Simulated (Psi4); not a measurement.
# One shape, several levels: C2HF2 (SMILES F/[C]=C\F)

Aim: a comparison of 3 runs (U-revPBE0-D3(0)/LANL2DZ, UB3LYP/6-31G*, UMN15/cc-pVTZ-F12) of C2HF2. 

Program for the calculation: Psi4 1.11.

1 further run of the same task is left out (set aside as unsound or not needed).

**1. The system as given**

The species is C2HF2 (5 atoms), meant as a doublet with charge 0. As SMILES, `F/[C]=C\F`. Geometry: relaxed at PBE0-D4/def2-TZVP.

Bond lengths: F1–C2 1.295 Å, C2–C3 1.313 Å, C3–F4 1.341 Å, C3–H5 1.080 Å. Angles: F1–C2–C3 131.7°, C2–C3–F4 122.5°, C2–C3–H5 122.5°, F4–C3–H5 115.0°.

**2. A single-point energy at U-revPBE0-D3(0)/LANL2DZ (sfX2C, Cartesian functions) (run 1)**

The input, c2hf2.xyz:

```xyz
5
C2HF2
F     -1.049400     0.476000    -1.486200
C     -0.104000    -0.180300    -0.893200
C      0.314100    -0.175100     0.351300
F     -0.242000     0.599600     1.294700
H      1.131100    -0.793900     0.692000
```

The input, run.py:

```python
import psi4

psi4.set_memory('1600 MB')
psi4.set_num_threads(1)
psi4.core.set_output_file('output.dat', False)

with open('c2hf2.xyz') as f:
    atoms = ''.join(f.readlines()[2:])
geom = psi4.geometry('0 2\n' + atoms + 'no_reorient\nno_com')

psi4.set_options(dict(basis='LANL2DZ', reference='uks', scf_type='pk', relativistic='x2c'))

E = psi4.energy("revpbe0-d3zero2b")
print('E =', round(E, 9))
```

On the command line:

```sh
$ python run.py
```

output.dat:

```text
[...]
  Running in c1 symmetry.
[...]
  Nuclear repulsion =  105.172287960064480
[...]
  Multiplicity = 2
[...]
  Nalpha       = 16
  Nbeta        = 15
[...]
    Number of basis functions: 38
[...]
    WARNING: The X2C and Dirac Hamiltonians have substatially different eigenvalues!
             This is probably caused by the recontraction of the basis set.
[...]
   @UKS iter   1:  -276.35686855214402   -2.37687e-01   8.11652e-03 DIIS/ADIIS
[...]
   @UKS iter  11:  -276.41600314158245   -5.49255e-09   2.68559e-07 DIIS
[...]
   @S^2 Observed:                7.673021584E-01
[...]
    Orbital Energies [Eh]
    ---------------------
    Alpha Occupied:
       1A    -24.893027     2A    -24.848652     3A    -10.389810
       4A    -10.361407     5A     -1.346588     6A     -1.289532
       7A     -0.839285     8A     -0.663848     9A     -0.593912
      10A     -0.577166    11A     -0.541512    12A     -0.519313
      13A     -0.486833    14A     -0.421506    15A     -0.319003
      16A     -0.298989
    Alpha Virtual:
      17A      0.007223    18A      0.069700    19A      0.155233
      20A      0.192984    21A      0.269885    22A      0.288807
      23A      0.328656    24A      0.376325    25A      0.378115
[...]
  @UKS Final Energy:  -276.41600314158245
   => Energetics <=
    Nuclear Repulsion Energy =            105.1722879600644802
    One-Electron Energy =                -589.4055714352919040
    Two-Electron Energy =                 232.0922930841433640
    DFT Exchange-Correlation Energy =     -24.2733275305820264
    Empirical Dispersion Energy =          -0.0016852199163624
    VV10 Nonlocal Energy =                  0.0000000000000000
    Total Energy =                       -276.4160031415824506
[...]
 Multipole Moments:
 ------------------------------------------------------------------------------------
     Multipole            Electronic (a.u.)      Nuclear  (a.u.)        Total (a.u.)
 ------------------------------------------------------------------------------------
 L = 1.  Multiply by 2.5417464519 to convert [e a0] to [Debye]
 Dipole X            :         17.9438993          -17.4438729            0.5000264
 Dipole Y            :        -13.2219490           12.7633992           -0.4585498
 Dipole Z            :          8.0366256           -8.0935080           -0.0568824
 Magnitude           :                                                    0.6808303
[...]
```

On the terminal:

```text
E = -276.416003142
```

Wall time 4.8 s (1 thread of Intel Xeon 6975P-C (Granite Rapids), shared host); peak memory 0.33 GiB.

**3. Energy and gradient at UB3LYP/6-31G(d) (spherical functions) (run 2)**

The input, c2hf2.py:

```python
import psi4

psi4.set_memory('1600 MB')
psi4.set_num_threads(1)
psi4.set_output_file('c2hf2.out', False)

mol = psi4.geometry("""
0 2
F     -1.049400     0.476000    -1.486200
C     -0.104000    -0.180300    -0.893200
C      0.314100    -0.175100     0.351300
F     -0.242000     0.599600     1.294700
H      1.131100    -0.793900     0.692000
symmetry c1
""")

options = {'reference': 'uks', 'puream': True, 'e_convergence': 1e-09, 'd_convergence': 1e-08, 'scf_type': 'pk', 'dft_radial_points': 99, 'dft_spherical_points': 590, 'maxiter': 200}
psi4.set_options(options)

e_tot, wfn = psi4.gradient('b3lyp/6-31G*', return_wfn=True)
psi4.oeprop(wfn, 'LOWDIN_CHARGES', 'QUADRUPOLE', 'WIBERG_LOWDIN_INDICES')
print('gradient / Eh bohr^-1')
print(e_tot.np.round(6))
print(f'energy = {wfn.energy():.10f} Eh')
```

On the command line:

```sh
$ python c2hf2.py
```

c2hf2.out:

```text
[...]
  Running in c1 symmetry.
[...]
  Nuclear repulsion =  105.172287960064480
[...]
  Multiplicity = 2
[...]
  Nalpha       = 16
  Nbeta        = 15
[...]
    Number of basis functions: 58
[...]
   @UKS iter   1:  -276.26888633443593   -2.44272e-01   6.74080e-03 ADIIS/DIIS
[...]
   @UKS iter  14:  -276.34687548937274   -2.27374e-13   3.02081e-09 DIIS
[...]
   @S^2 Observed:                7.595612974E-01
[...]
  @UKS Final Energy:  -276.34687548937274
   => Energetics <=
    Nuclear Repulsion Energy =            105.1722879600644802
    One-Electron Energy =                -589.9381709921308357
    Two-Electron Energy =                 234.3841933007736600
    DFT Exchange-Correlation Energy =     -25.9651857580800218
    Empirical Dispersion Energy =           0.0000000000000000
    VV10 Nonlocal Energy =                  0.0000000000000000
    Total Energy =                       -276.3468754893727350
[...]
  -Total Gradient:
     Atom            X                  Y                   Z
    ------   -----------------  -----------------  -----------------
       1        0.011647272080    -0.008135470278     0.007137253306
       2       -0.008917571318     0.008976498525     0.003671979294
       3       -0.005532657626     0.004608971018    -0.000914632470
       4        0.004099010687    -0.006359977275    -0.009113475409
       5       -0.001284210347     0.000894806569    -0.000796799678
[...]
 Multipole Moments:
 ------------------------------------------------------------------------------------
     Multipole            Electronic (a.u.)      Nuclear  (a.u.)        Total (a.u.)
 ------------------------------------------------------------------------------------
 L = 1.  Multiply by 2.5417464519 to convert [e a0] to [Debye]
 Dipole X            :         -1.6494276            1.9641372            0.3147096
 Dipole Y            :          1.2308794           -1.5273652           -0.2964857
 Dipole Z            :         -0.7491117            0.6871026           -0.0620091
 Magnitude           :                                                    0.4367964
 L = 2.  Multiply by 1.3450342976 to convert [e a0^2] to [Debye ang]
 Quadrupole XX       :        -49.0502442           34.4987353          -14.5515089
 Quadrupole XY       :         16.8407704          -17.6158813           -0.7751109
[...]
```

On the terminal:

```text
gradient / Eh bohr^-1
[[ 0.011647 -0.008135  0.007137]
 [-0.008918  0.008976  0.003672]
 [-0.005533  0.004609 -0.000915]
 [ 0.004099 -0.00636  -0.009113]
 [-0.001284  0.000895 -0.000797]]
energy = -276.3468754894 Eh
```

It took 11 s on 1 thread of Intel Xeon 6975P-C (Granite Rapids), shared host; peak memory 0.65 GiB.

**4. A single-point energy at UMN15/cc-pVTZ-F12 (density fitting, Cartesian functions) (run 3)**

c2hf2.xyz is that of step 2.

The input, job.py:

```python
import psi4

psi4.set_memory(1600000000)
psi4.set_num_threads(1)
psi4.set_output_file('run.log', False)

with open('c2hf2.xyz') as f:
    atoms = ''.join(f.readlines()[2:])
mol = psi4.geometry('0 2\n' + atoms + '')

psi4.set_options({
    'reference': 'uks',
    'puream': False,
})

energy_value = psi4.energy("mn15/cc-pVTZ-F12", molecule=mol)
print(f'mn15/cc-pVTZ-F12 energy: {energy_value:.10f} Eh')
```

On the command line:

```sh
$ python job.py
```

run.log:

```text
[...]
  Running in c1 symmetry.
[...]
  Nuclear repulsion =  105.172287960064480
[...]
  Multiplicity = 2
[...]
  Nalpha       = 16
  Nbeta        = 15
[...]
    Number of basis functions: 267
[...]
   @DF-UKS iter   1:  -276.19880483948083   -4.40060e-01   2.05303e-03 DIIS/ADIIS
[...]
   @DF-UKS iter  10:  -276.30655045861943   -7.92566e-07   4.35350e-07 DIIS
[...]
   @S^2 Observed:                7.662749992E-01
[...]
    Orbital Energies [Eh]
    ---------------------
    Alpha Occupied:
       1A    -24.385457     2A    -24.342600     3A    -10.197260
       4A    -10.173755     5A     -1.327525     6A     -1.277033
       7A     -0.840993     8A     -0.691664     9A     -0.624167
      10A     -0.607638    11A     -0.580610    12A     -0.554245
      13A     -0.530198    14A     -0.457010    15A     -0.334611
      16A     -0.325169
    Alpha Virtual:
      17A      0.032474    18A      0.036830    19A      0.056390
      20A      0.062941    21A      0.077019    22A      0.097794
      23A      0.104736    24A      0.110686    25A      0.137589
[...]
  @DF-UKS Final Energy:  -276.30655045861943
   => Energetics <=
    Nuclear Repulsion Energy =            105.1722879600644802
    One-Electron Energy =                -589.7016905741935489
    Two-Electron Energy =                 226.6186141982744573
    DFT Exchange-Correlation Energy =     -18.3957620427648543
    Empirical Dispersion Energy =           0.0000000000000000
    VV10 Nonlocal Energy =                  0.0000000000000000
    Total Energy =                       -276.3065504586194834
[...]
 Multipole Moments:
 ------------------------------------------------------------------------------------
     Multipole            Electronic (a.u.)      Nuclear  (a.u.)        Total (a.u.)
 ------------------------------------------------------------------------------------
 L = 1.  Multiply by 2.5417464519 to convert [e a0] to [Debye]
 Dipole X            :         -1.5780107            1.9641372            0.3861266
 Dipole Y            :          1.1660919           -1.5273652           -0.3612732
 Dipole Z            :         -0.7548876            0.6871026           -0.0677851
 Magnitude           :                                                    0.5331106
[...]
```

The script printed:

```text
mn15/cc-pVTZ-F12 energy: -276.3065504586 Eh
```

Run time: 39 s. Hardware: 1 thread of Intel Xeon 6975P-C (Granite Rapids), shared host; peak memory 1.1 GiB.

**5. Overview of the runs**

```tsv
run	level	task	Cartesian functions	energy (Eh)	dipole moment (D)	HOMO energy (eV)	LUMO energy (eV)	wall time
1	U-revPBE0-D3(0)/LANL2DZ (sfX2C, Cartesian functions)	energy	yes	-276.416003	1.73	-7.83	-3.07	4.8 s
2	UB3LYP/6-31G* (spherical functions)	gradient	no	-276.346875	1.11	-6.91	-2.99	11 s
3	UMN15/cc-pVTZ-F12 (density fitting, Cartesian functions)	energy	yes	-276.306550	1.36	-8.48	-2.26	39 s
```

**6. What came out**

| quantity | value |
| --- | --- |
| run 3: total energy | -276.30655 Eh |
| run 3: dipole moment | 1.36 D |
| run 3: HOMO energy (highest over α and β) | -8.48 eV |
| run 3: LUMO energy (lowest over α and β) | -2.26 eV |
| run 3: ⟨S²⟩ | 0.766 |

The dipole moment (its size) runs from 1.11 D (UB3LYP/6-31G*) to 1.73 D (U-revPBE0-D3(0)/LANL2DZ). The two ends differ in method and basis and Hamiltonian. Totals of different functionals can't be ranked against each other. All runs together took 55 s, the longest 39 s.
